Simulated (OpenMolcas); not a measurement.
# AlNH4 (SMILES [NH2][AlH2]): levels of theory compared

Aim: a comparison of 6 runs (UHF/STO-3G, M06-2X/STO-3G, PBE0/STO-3G, SVWN5/STO-3G, r2SCAN/STO-3G, MP2/STO-3G) of AlNH4. 

The calculation is run with OpenMolcas 26.06.

1 further run of the same task is left out (set aside as unsound or not needed).

## (1) The molecule

AlNH4 has 6 atoms, charge 0, and is taken as a singlet. SMILES: `[NH2][AlH2]`. The shape comes from GFN2-xTB, which is rough for such elements, and wasn't checked as a minimum.

Bond lengths: N1–Al2 1.774 Å, N1–H3 1.014 Å, N1–H4 1.015 Å, Al2–H5 1.541 Å, Al2–H6 1.541 Å. Angles: N1–Al2–H5 122.2°, N1–Al2–H6 121.7°, Al2–N1–H3 127.2°, Al2–N1–H4 125.8°, H5–Al2–H6 116.2°, H3–N1–H4 107.1°.

## (2) The energy at UHF/STO-3G (run 1)

Contents of step1.inp:

```
&GATEWAY
  BASLIB=$CurrDir
  BASISSET
  N.STO-3G....
  N1 0.033300 -0.953610 0.082480 angstrom
  End of Basis
  BASISSET
  Al.STO-3G....
  Al2 -0.024060 0.812590 -0.075910 angstrom
  End of Basis
  BASISSET
  H.STO-3G....
  H3 0.544950 -1.604770 -0.502640 angstrom
  H4 -0.449880 -1.502170 0.786600 angstrom
  H5 0.093740 1.518160 -1.441160 angstrom
  H6 -0.198060 1.729800 1.150640 angstrom
  End of Basis

&SEWARD

&SCF
  UHF
  SCRAMBLE=0.25
  PRORBITALS=1 1
```

The basis set STO-3G is read from a file made from the Basis Set Exchange's data (not shown).

Run with:

```console
$ export MOLCAS_MEM=1860
$ pymolcas step1.inp > step1.log
```

Standard output:

```text
--- Start Module: gateway ---
[...]
--- Stop Module: gateway /rc=_RC_ALL_IS_WELL_ ---
--- Start Module: seward ---
[...]
      Basis functions           18
--- Stop Module: seward /rc=_RC_ALL_IS_WELL_ ---
--- Start Module: scf ---
[...]
       Convergence after  11 Iterations
[...]
::    Total SCF energy                               -295.0859884491
[...]
      Total spin, S                                     0.0000000000
[...]
      Total electronic charge=   24.000000
      Total            charge=   -0.000000
[...]
      Dipole Moment (debye):
      Origin of the operator (angstrom)=   -0.0043    0.1936   -0.0200
                   X=  1.5982E-02               Y= -5.3873E-01               Z=  4.1102E-02           Total=  5.4053E-01
      Quadrupole Moment (debye*angstrom):
[...]
--- Stop Module: scf /rc=_RC_ALL_IS_WELL_ ---
[...]
```

Run time: 1.8 s. Hardware: 1 thread of Arm Neoverse V1, shared host; peak memory 0.37 GiB.

## (3) The energy at M06-2X/STO-3G (run 2)

Contents of job.input:

```
&gateway
  baslib=$CurrDir
  basisset
  N.STO-3G....
  N1 0.033300 -0.953610 0.082480 angstrom
  End of Basis
  basisset
  Al.STO-3G....
  Al2 -0.024060 0.812590 -0.075910 angstrom
  End of Basis
  basisset
  H.STO-3G....
  H3 0.544950 -1.604770 -0.502640 angstrom
  H4 -0.449880 -1.502170 0.786600 angstrom
  H5 0.093740 1.518160 -1.441160 angstrom
  H6 -0.198060 1.729800 1.150640 angstrom
  End of Basis

&seward
  gridinput
  Grid=UltraFine
  End of Grid

&scf
  ksdft=M062X
  thresholds=1e-10 1e-07 1e-07 1e-05
  prorbitals=1 1
```

The basis set STO-3G is read from a file made from the Basis Set Exchange's data (not shown).

Run with:

```console
$ export MOLCAS_MEM=1860
$ pymolcas job.input > job.log
```

Standard output:

```text
--- Start Module: gateway ---
[...]
--- Stop Module: gateway /rc=_RC_ALL_IS_WELL_ ---
--- Start Module: seward ---
[...]
      Basis functions           18
--- Stop Module: seward /rc=_RC_ALL_IS_WELL_ ---
--- Start Module: scf ---
[...]
       Convergence after  11 Iterations
[...]
::    Total KS-DFT energy                            -295.9306851246
[...]
      Total spin, S                                     0.0000000000
[...]
      Total electronic charge=   24.000000
      Total            charge=   -0.000000
[...]
      Dipole Moment (debye):
      Origin of the operator (angstrom)=   -0.0043    0.1936   -0.0200
                   X=  2.7604E-02               Y= -9.4131E-01               Z=  7.9597E-02           Total=  9.4508E-01
      Quadrupole Moment (debye*angstrom):
[...]
--- Stop Module: scf /rc=_RC_ALL_IS_WELL_ ---
[...]
```

It took 6 s on 1 thread of Arm Neoverse V1, shared host; peak memory 0.37 GiB.

Runs 3 to 5 aren't shown in full; the table further down has their settings and results.

## (4) The energy at MP2/STO-3G (run 6)

Contents of job.input:

```
&GATEWAY
BASLIB=$CurrDir
BASISSET
N.STO-3G....
N1 0.033300 -0.953610 0.082480 angstrom
End of Basis
BASISSET
Al.STO-3G....
Al2 -0.024060 0.812590 -0.075910 angstrom
End of Basis
BASISSET
H.STO-3G....
H3 0.544950 -1.604770 -0.502640 angstrom
H4 -0.449880 -1.502170 0.786600 angstrom
H5 0.093740 1.518160 -1.441160 angstrom
H6 -0.198060 1.729800 1.150640 angstrom
End of Basis
&SEWARD
&SCF
THRESHOLDS=1e-10 1e-07 1e-07 1e-05
PRORBITALS=1 1
&MBPT2
FROZEN=6
```

The basis set STO-3G is read from a file made from the Basis Set Exchange's data (not shown).

Run with:

```console
$ export MOLCAS_MEM=1860
$ pymolcas job.input > job.log
```

Standard output:

```text
--- Start Module: gateway ---
[...]
--- Stop Module: gateway /rc=_RC_ALL_IS_WELL_ ---
[...]
      Basis functions           18
[...]
--- Start Module: scf ---
[...]
       Convergence after  10 Iterations
[...]
::    Total SCF energy                               -295.0859884491
[...]
      Total spin, S                                     0.0000000000
[...]
      Total electronic charge=   24.000000
      Total            charge=   -0.000000
[...]
      Dipole Moment (debye):
      Origin of the operator (angstrom)=   -0.0043    0.1936   -0.0200
                   X=  1.5982E-02               Y= -5.3873E-01               Z=  4.1102E-02           Total=  5.4053E-01
      Quadrupole Moment (debye*angstrom):
[...]
--- Stop Module: scf /rc=_RC_ALL_IS_WELL_ ---
--- Start Module: mbpt2 ---
[...]
WARNING!
Default frozen orbitals as non valence orbitals is overwritten by user input.
Default values:   3
[...]
       Reference weight ( Cref**2 )         =        0.96776
::    Total MBPT2 energy                             -295.1606352238
[...]
      Total MBPT2 calculations                           0.04      0.04
--- Stop Module: mbpt2 /rc=_RC_ALL_IS_WELL_ ---
[...]
```

It took 1.8 s on 1 thread of Arm Neoverse V1, shared host; peak memory 0.37 GiB.

## (5) All runs side by side

```csv
run,level,scramble,integration grid,energy (Eh),dipole moment (D) of the reference,HOMO energy (eV),LUMO energy (eV),wall time
1,UHF/STO-3G,0.25,–,-295.085988,0.54,-7.51,9.59,1.8 s
2,M06-2X/STO-3G,–,UltraFine,-295.930685,0.95,-4.95,6.18,6 s
3,PBE0/STO-3G,–,UltraFine,-295.751624,1.02,-3.31,5.25,5.1 s
4,SVWN5/STO-3G,–,UltraFine,-294.346393,1.31,-1.71,4.04,4.5 s
5,r2SCAN/STO-3G,–,UltraFine,-295.871403,1.14,-2.05,4.53,5.7 s
6,MP2/STO-3G,–,–,-295.160635,0.54,-7.51,9.59,1.8 s
```

## (6) Outcome

| quantity | value |
| --- | --- |
| run 6: total energy | -295.16064 Eh |
| run 6: dipole moment (mean-field density) | 0.54 D |
| run 6: HOMO energy (Hartree–Fock orbitals) | -7.51 eV |
| run 6: LUMO energy (Hartree–Fock orbitals) | 9.59 eV |
| run 6: HOMO–LUMO gap (Hartree–Fock orbitals) | 17.11 eV |
| run 6: correlation energy (6 core orbitals frozen) | -74.6 mEh |

What this shows: Over runs 1, 2, 3, 4, 5 the dipole moment (its size) runs from 0.54 D (UHF/STO-3G) to 1.31 D (SVWN5/STO-3G). Over runs 1, 2, 3, 4, 5 the HOMO–LUMO gap runs from 5.75 eV (SVWN5/STO-3G) to 17.11 eV (UHF/STO-3G). Totals of different functionals can't be ranked against each other. In runs 1, 2, 3, 4, 5, 6 the basis is minimal, so the values are rough. All runs together took 25 s, the longest 6 s.
